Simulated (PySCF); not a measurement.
Molecular orbitals of AlP

UHF at R = 2.435 Å; PySCF, spin-free X2C with a Gaussian nucleus, basis sets Al x2c-SVPall, P x2c-SVPall. State: ³Σ⁻ (triplet), unpaired electrons π ↑↑. Only the outer orbitals are listed, counted within each symmetry.

```tsv
spin	orbital	occ.	ε (eV)	on Al (%)	main shells (%)
α	7σ	1	-21.81	5	93 P s
α	8σ	1	-11.93	57	56 Al s, 37 P p
α	3π	1	-10.02	6	94 P p
α	3π	1	-10.02	6	94 P p
α	9σ	1	-7.67	61	39 P p, 36 Al s, 24 Al p
α	4π	0	0.96	95	95 Al p
α	4π	0	0.96	95	95 Al p
α	10σ	0	3.73	103	88 Al p, 13 Al s, 9 P p
β	7σ	1	-17.33	16	82 P s, 11 Al s
β	8σ	1	-11.19	58	57 Al s, 29 P p, 13 P s
β	9σ	1	-7.34	58	41 P p, 32 Al p, 25 Al s
β	3π	0	0.14	73	73 Al p, 26 P p
β	3π	0	0.14	73	73 Al p, 26 P p
β	4π	0	2.81	28	72 P p, 27 Al p
```

Question: Which are the highest filled and the lowest empty level, where do they sit, and how wide is the gap?

Answer: Highest filled β 9σ at -7.34 eV (in %: 41 P p, 32 Al p, 25 Al s); lowest empty β 3π at 0.14 eV (in %: 73 Al p, 26 P p); the gap at UHF is 7.48 eV. An empty level above zero is unbound, and its energy depends on the basis.

| Item | Value |
| --- | --- |
| bond order (Mayer) | 0.96 |
| ⟨S²⟩ | 2.017 |
| charge on Al (Mulliken, basis-dependent) | 0.33 |
| charge on Al (Löwdin, basis-dependent) | 0.14 |
| dipole moment (positive dipole means Al(−)P(+)) | -1.06 D |
| polarisability along the bond | 81.4 bohr³ |
| polarisability across the bond | 44.7 bohr³ |

Shares are Mulliken populations and can fall outside 0 to 100 %.

The state was picked by a PBE0 search and need not be the measured ground state.
